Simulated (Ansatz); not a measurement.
# H3S: the cost of one run

All numbers below are computed with Ansatz 0.2.0 (UKS B3LYP/def2-SVP).

## 1. The system as given

Bond lengths: S3–H4 1.331 Å.

As a file:

```xyz
4

H    -0.6607    0.1850    0.2712
H    -1.6252    0.2702    0.1973
S     1.1219    0.0034    0.3893
H     1.1640   -0.4585   -0.8578
```

## 2. Pulling towards end A

Springs on the bonds that form and break draw the guess towards this end; the thresholds are loose.

Input file input.yaml:

```yaml
crystal:
  periodic: [false, false, false]
  atoms:
    - { symbol: H, position_ang: [-0.6607, 0.185, 0.2712] }
    - { symbol: H, position_ang: [-1.6252, 0.2702, 0.1973] }
    - { symbol: S, position_ang: [1.1219, 0.0034, 0.3893] }
    - { symbol: H, position_ang: [1.164, -0.4585, -0.8578] }
magnetization:
  spin_polarized: true
  initial_magnetization: 1
basis:
  gaussian: { orbitals: def2-SVP }
hamiltonian:
  xc: b3lyp
relax:
  f_tol: 0.15
  max_steps: 25
  restrain:
    - { distance: [0, 2], at: 2.66, k: 30.0 }
    - { distance: [1, 0], at: 0.62, k: 30.0 }
```

Launch:

```
ansatz run input.yaml --threads 1 --pin off --max-ram 2048MiB --backend cpu --events-out ev --progress --plain --runs-dir out
```

Q: Estimate wall time and peak memory on 1 thread of Arm Neoverse V1, shared host.

About 16 s, with a peak of 0.09 GiB.
